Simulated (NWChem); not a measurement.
System: carbonyl sulfide (COS); SMILES O=C=S

NWChem printed, in part:

```
             Northwest Computational Chemistry Package (NWChem) 7.3.0
             --------------------------------------------------------

 ORDER OF PRIMARY AXIS IS BEING SET TO 4
 C4V symmetry detected

                             Geometry "geometry" -> ""
                             -------------------------

 Output coordinates in angstroms (scale by  1.889725989 to convert to a.u.)

  No.       Tag          Charge          X              Y              Z
 ---- ---------------- ---------- -------------- -------------- --------------
    1 O                    8.0000     0.00000000     0.00000000    -1.68210321
    2 C                    6.0000     0.00000000     0.00000000    -0.52566727
    3 S                   16.0000     0.00000000     0.00000000     1.03817683

 Effective nuclear repulsion energy (a.u.)      79.3490759054

      Symmetry information
      --------------------

 Group name             C4v
 Group number             18
 Group order               8
 No. of unique centers     3

                                 NWChem DFT Module
                                 -----------------

 Summary of "ao basis" -> "ao basis" (spherical)
 ------------------------------------------------------------------------------
       Tag                 Description            Shells   Functions and Types
 ---------------- ------------------------------  ------  ---------------------
 O                         def2-tzvpd               14       40   6s4p3d1f
 C                         def2-tzvpd               13       37   6s3p3d1f
 S                         def2-tzvpd               16       46   6s6p3d1f

      Symmetry analysis of basis
      --------------------------

        a1         43
        a2          0
        b1         12
        b2         12
        e          56

            General Information
            -------------------
          SCF calculation type: DFT
          Wavefunction type:  closed shell.
          No. of atoms     :     3
          No. of electrons :    30
           Alpha electrons :    15
            Beta electrons :    15
          Charge           :     0
          Spin multiplicity:     1
          Use of symmetry is: on ; symmetry adaption is: on
          Maximum number of iterations: 150
          AO basis - number of functions:   123
                     number of shells:    43
          Convergence on energy requested:  1.00D-06
          Convergence on density requested:  1.00D-05
          Convergence on gradient requested:  5.00D-04

              XC Information
              --------------
                        Slater Exchange Functional  1.000 local
                      VWN V Correlation Functional  1.000 local

             Grid Information
             ----------------
          Grid used for XC integration:  medium
          Radial quadrature: Mura-Knowles
          Angular quadrature: Lebedev.
          Tag              B.-S. Rad. Rad. Pts. Rad. Cut. Ang. Pts.
          ---              ---------- --------- --------- ---------
          O                   0.60       49          13.0       434
          C                   0.70       49          11.0       434
          S                   1.00       88          12.0       590
          Grid pruning is: on
          Number of quadrature shells:   186
          Spatial weights used:  Erf1

      Superposition of Atomic Density Guess
      -------------------------------------

 Sum of atomic energies:        -509.93543975

      Non-variational initial energy
      ------------------------------

 Total energy =    -510.928740
 1-e energy   =    -860.283828
 2-e energy   =     270.006012
 HOMO         =      -0.351828
 LUMO         =       0.033781

      Symmetry analysis of molecular orbitals - initial
      -------------------------------------------------

 !! scf_movecs_sym_adapt:   24 vectors were symmetry contaminated

  Symmetry fudging

 !! scf_movecs_sym_adapt:   20 vectors were symmetry contaminated

  Numbering of irreducible representations:

     1 a1          2 a2          3 b1          4 b2          5 e

  Orbital symmetries:

     1 a1          2 a1          3 a1          4 a1          5 a1
     6 e           7 e           8 a1          9 a1         10 a1
    11 e          12 e          13 a1         14 e          15 e
    16 e          17 e          18 a1         19 a1         20 e
    21 e          22 a1         23 e          24 e          25 a1

     ---------------------------------------------
      Total Density - Mulliken Population Analysis
     ---------------------------------------------

    Atom       Charge   Shell Charges
 -----------   ------   -------------------------------------------------------
    1 O    8     8.64   0.79  1.18  0.61  0.95  0.33  0.02  1.94  2.01  0.76  0.02  0.00  0.02  0.02  0.00
    2 C    6     4.86   0.86  1.12  0.57  0.41 -0.03 -0.03  0.87  0.90  0.09  0.04  0.09 -0.03  0.02
    3 S   16    16.50   2.01  0.49  1.48  1.08  0.93  0.07  4.18  1.69  0.90  2.33  1.25  0.03  0.03  0.04  0.01  0.01

[...]
```

Level: LDA (Slater exchange, VWN5)/def2-TZVPD. Coordinates come from a PBE0/def2-SVP optimisation.

Task: Reconstruct the input file.

Result: Several could match; the one computed here: the input that was run:
```
start job
memory heap 200 mb stack 900 mb global 1100 mb
geometry units angstroms noautoz
  O     -1.676535     0.026960     0.022296
  C     -0.520351     0.008350     0.006924
  S      1.043153    -0.016772    -0.013873
end
basis spherical
  * library def2-tzvpd
end
dft
  xc slater vwn_5
  iterations 150
  mulliken
end
task dft energy
```
